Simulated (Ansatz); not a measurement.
**A basis-limit estimate, worked out**

The pair of HCl (SMILES Cl, atoms 1–2) and CH4O (SMILES CO, atoms 3–8), both closed shells, in one local arrangement (a lower one may exist), relaxed at PBE0-D4/def2-TZVP:

```
atom    x (Å)    y (Å)    z (Å)
 Cl1  -0.6729   0.8477  -2.6244
  H2  -0.4833   0.0822  -1.5743
  C3   0.1320   0.1227   0.9332
  O4  -0.1397  -0.7925  -0.1181
  H5  -0.7401   0.7692   1.0202
  H6   1.0073   0.7424   0.7163
  H7   0.2789  -0.3998   1.8827
  H8   0.6177  -1.3718  -0.2356
```

Both fragments are computed in the basis of the whole pair.

Program: Ansatz 0.2.0. Basis: def2-TZVPPD and def2-QZVPPD. Cores are frozen in the correlated methods.

Energies in eV:

| quantity | pair | first fragment | second fragment |
| --- | --- | --- | --- |
| Hartree–Fock, triple zeta (X = 3) | -15651.98638 | -12519.92388 | -3131.92054 |
| Hartree–Fock, quadruple zeta (X = 4) | -15652.45900 | -12520.25873 | -3132.05884 |
| MP2 correlation, X = 3 | -17.45534 | -5.60413 | -11.70399 |
| MP2 correlation, X = 4 | -18.77913 | -6.10788 | -12.50433 |
| CCSD(T) correlation, X = 3 | -19.12153 | -6.39253 | -12.61826 |

Q: Work out the interaction energy at the basis limit: extrapolate Hartree–Fock as E(X) = E∞ + A exp(−7.88 √X) and the MP2 correlation as E(X) = E∞ + B X^−2.97 (the exponents that Neese and Valeev fitted for def2-TZVPP and QZVPP, reused here for the diffuse sets), then add CCSD(T) − MP2 in triple zeta.

A: Each step is linear, so take the differences first (pair − first fragment − second fragment): Hartree–Fock -0.14196 (X = 3) and -0.14143 (X = 4); MP2 correlation -0.14722 and -0.16692; CCSD(T) correlation -0.11074.
Two points give E∞ = E(4) + w [E(4) − E(3)], with w = 1/(exp(7.88 (2 − √3)) − 1) = 0.1377 for Hartree–Fock and w = 1/((4/3)^2.97 − 1) = 0.7407 for the correlation.
Hartree–Fock: -0.14143 + 0.1377 × 0.00053 = -0.1414 eV.
MP2 correlation: -0.16692 + 0.7407 × (-0.01970) = -0.1815 eV.
CCSD(T) − MP2: -0.11074 − (-0.14722) = 0.0365 eV.
Sum: -0.1414 + (-0.1815) + 0.0365 = -0.2864 eV, or -6.60 kcal/mol. Plain CCSD(T) in triple zeta gives -0.2527 eV, so the larger basis shifts the result by -0.0337 eV.

The T1 diagnostic stays at or below 0.010.

For scale, one of the runs: CCSD(T)/def2-TZVPPD, 213 basis functions, launched by `ansatz run in.yaml --threads 4 --pin off --events-out ev --progress --plain --max-ram 9574MiB`. Hardware: 4 CPU threads of an Arm Neoverse V1, shared host. Wall time 37 s; peak host memory 3 GiB.
